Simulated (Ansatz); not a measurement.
# B₂Cl (quartet): from Hartree-Fock to the top rungs at a displaced geometry (v2), cc-pVDZ

How much of the correlation energy of B₂Cl (quartet) does each wave-function method recover here?

The runs use Ansatz 0.2.0, Gaussian basis; cc-pVDZ, core rule «outside noble gas», up to 7 orbitals frozen.

The runs, in order: UHF; CCSD(T) on ROHF; CCSD(T) on UHF; BCCD(T) on ROHF; CISD; CCSDT(Q) on ROHF; CCSDT(Q) on UHF.

32 further runs of the same task are left out: 7 for a known fault of the program, 14 that didn't finish, 11 set aside as unsound or not needed.

## (1) What is computed

The geometry is a PBE0/def2-TZVP stationary point (not a proven minimum) with its atoms shifted at random (size 0.100 Å).

3 atoms, charge 0, spin multiplicity 4.

Atoms are counted from 1 here; the program's logs count them from 0.

Bond lengths: B1–B2 1.537 Å, B2–Cl3 1.677 Å. Angles: B1–B2–Cl3 171.1°.

As a file:

```xyz
3

B     0.0844    0.0052   -1.5770
B    -0.0805    0.0136   -0.0490
Cl   -0.0039   -0.0188    1.6260
```

## (2) UHF

File in.yaml:

```yaml
crystal:
  periodic: [false, false, false]
  atoms:
    - {symbol: B, position_ang: [0.084376, 0.005225, -1.577002]}
    - {symbol: B, position_ang: [-0.080498, 0.013599, -0.049009]}
    - {symbol: Cl, position_ang: [-0.003878, -0.018825, 1.626011]}
basis:
  gaussian: {orbitals: cc-pVDZ}
magnetization: {spin_polarized: true, initial_magnetization: 3}
hamiltonian: {xc: hf}
output: {orbitals: {seedname: orbitals}}
```

The run is started by

```console
> ansatz run in.yaml --threads 1 --pin off --events-out ev --progress --plain --max-ram 2393MiB
```

After this run come: CCSD(T) on ROHF; CCSD(T) on UHF; BCCD(T) on ROHF; CISD; CCSDT(Q) on ROHF; CCSDT(Q) on UHF.

Before running them: what should the planned runs give, taken together? Wanted: UCCSDT(Q) below the RHF energy; RMP2 from UCCSDT(Q); UMP2 from UCCSDT(Q); RCCSD from UCCSDT(Q); RCCSD(T) from UCCSDT(Q); UCCSD(T) from UCCSDT(Q); RCCSDT(Q) from UCCSDT(Q); T1 diagnostic.

As calculated:

```
                         quantity                      value
   UCCSDT(Q) below the RHF energy                 -7.4413 eV
              RMP2 from UCCSDT(Q)            +24.29 kcal/mol
              UMP2 from UCCSDT(Q)            +24.48 kcal/mol
             RCCSD from UCCSDT(Q)             +6.53 kcal/mol
          RCCSD(T) from UCCSDT(Q)             +1.14 kcal/mol
          UCCSD(T) from UCCSDT(Q)             +1.14 kcal/mol
         RCCSDT(Q) from UCCSDT(Q)             +0.05 kcal/mol
levels within 1 kcal/mol (43 meV)  RCCSDT, UCCSDT, RCCSDT(Q)
                    T1 diagnostic                      0.020
```

**Reading.** RCCSD(T) misses by +1.14 kcal/mol, 0.7 % of the correlation energy. These misses are within one basis, not against nature; the frozen cores of restricted and unrestricted runs differ, which can shift their rows.
